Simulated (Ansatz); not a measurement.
# C₆H₆: basis-set convergence

Aim: see how fast density functionals converge with the basis set for C₆H₆.

Method: one geometry, several basis sets; program: Ansatz 0.2.0, Gaussian basis.

Levels to be run: PBE0-D4/def2-SVP; ωB97M-V/def2-SVP; PBE0-D4/def2-QZVPP; ωB97M-V/def2-QZVPP; the functionals' def2-TZVPP values are taken from earlier runs.

**1. The relaxed structure**

All runs share one geometry, relaxed beforehand with PBE0-D4 in a triple-zeta def2 set.

SMILES `C12C3C1C1C2C31`, 12 atoms, charge 0, spin multiplicity 1.

Atoms are counted from 1 here; the program's logs count them from 0.

Bond lengths: C1–C2 1.512 Å, C1–C3 1.512 Å, C1–C5 1.547 Å, C1–H7 1.081 Å, C2–C3 1.512 Å, C2–C6 1.547 Å, C2–H8 1.081 Å, C3–C4 1.547 Å, C3–H9 1.081 Å, C4–C5 1.512 Å, C4–C6 1.512 Å, C4–H10 1.081 Å, C5–C6 1.512 Å, C5–H11 1.081 Å, C6–H12 1.081 Å. Angles: C2–C1–C3 60.0°, C2–C1–C5 90.0°, C2–C1–H7 129.4°, C3–C1–C5 90.0°, C3–C1–H7 129.4°, C5–C1–H7 132.8°, C1–C2–C3 60.0°, C1–C2–C6 90.0°, C1–C2–H8 129.4°, C3–C2–C6 90.0°, C3–C2–H8 129.4°, C6–C2–H8 132.8°, C1–C3–C2 60.0°, C1–C3–C4 90.0°, C1–C3–H9 129.4°, C2–C3–C4 90.0°, C2–C3–H9 129.4°, C4–C3–H9 132.8° and more.

**2. PBE0-D4 in def2-SVP**

in.yaml reads:

```yaml
crystal:
  periodic: [false, false, false]
  atoms:
    - {symbol: C, position_ang: [-0.834175, -0.779334, -0.228605]}
    - {symbol: C, position_ang: [0.569451, -0.663472, -0.777682]}
    - {symbol: C, position_ang: [0.352103, -0.870246, 0.703897]}
    - {symbol: C, position_ang: [0.306636, 0.662584, 0.911165]}
    - {symbol: C, position_ang: [-0.879613, 0.753510, -0.021375]}
    - {symbol: C, position_ang: [0.524030, 0.869359, -0.570406]}
    - {symbol: H, position_ang: [-1.597188, -1.514530, -0.443157]}
    - {symbol: H, position_ang: [1.082095, -1.293386, -1.491221]}
    - {symbol: H, position_ang: [0.667226, -1.688075, 1.336816]}
    - {symbol: H, position_ang: [0.578547, 1.300057, 1.740878]}
    - {symbol: H, position_ang: [-1.685764, 1.473607, -0.039136]}
    - {symbol: H, position_ang: [0.993551, 1.694727, -1.087175]}
basis:
  gaussian: {orbitals: def2-SVP}
hamiltonian: {xc: pbe0, dispersion: d4}
output: {orbitals: {seedname: orbitals}}
```

Run with:

```bash
ansatz run in.yaml --threads 4 --pin off --events-out ev --progress --plain --max-ram 10444MiB
```

After this run come: ωB97M-V in def2-SVP; PBE0-D4 in def2-QZVPP; ωB97M-V in def2-QZVPP.

Before running them: what should the planned runs give, taken together? Wanted: PBE0-D4: double and triple zeta above quadruple; ωB97M-V: double and triple zeta above quadruple.

The runs gave:

| quantity | value |
| --- | --- |
| PBE0-D4: double and triple zeta above quadruple | 6.83, 0.33 eV |
| ωB97M-V: double and triple zeta above quadruple | 7.08, 0.30 eV |

In words: PBE0-D4 gains 6.50 eV from double to triple zeta, then 0.33 eV more. These are total energies; as a rule much of such shifts cancels in differences, which this series doesn't test. The LUMO of ωB97M-V is positive and keeps falling with the basis (3.95 to 2.24 eV): an unbound level that the basis holds in place.
